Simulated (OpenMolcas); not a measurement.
**How basis sets differ on AlPH4O (SMILES [AlH2][O]P)**

AlPH4O has 7 atoms, charge 0, and is taken as a singlet. As SMILES, `[AlH2][O]P`. Geometry: a GFN2-xTB relaxation, a rough one for these elements and not checked as a minimum. This is one conformer, not always the lowest.

```xyz
7

Al   -1.2351    0.3349   -0.8347
O     0.2601   -0.0039   -0.1860
P     1.7665   -0.3376    0.4464
H    -1.7812   -0.5596   -1.9475
H    -2.0146    1.5167   -0.2520
H     1.6412    0.5008    1.5669
H     1.3631   -1.4514    1.2069
```

Quantity: the dipole moment, in D. The values are calculated.

| level | kind | program | value (D) | CPU time |
| --- | --- | --- | --- | --- |
| HF/STO-3G | Hartree–Fock | OpenMolcas | 0.08 | 2.9 s |
| HF/3-21G | Hartree–Fock | OpenMolcas | 0.64 | 3.3 s |
| HF/def2-SVP | Hartree–Fock | OpenMolcas | 0.62 | 6.6 s |
| HF/cc-pVTZ (RICD fitting) | Hartree–Fock | OpenMolcas | 0.53 | 24 s |

The values span 0.08 to 0.64 D. Magnitudes only: a small dipole may point the other way at some levels. Sets without polarisation functions give poor dipoles. Times are those of the runs behind each value, whatever else they computed, on shared processors of several kinds: orders of magnitude only.
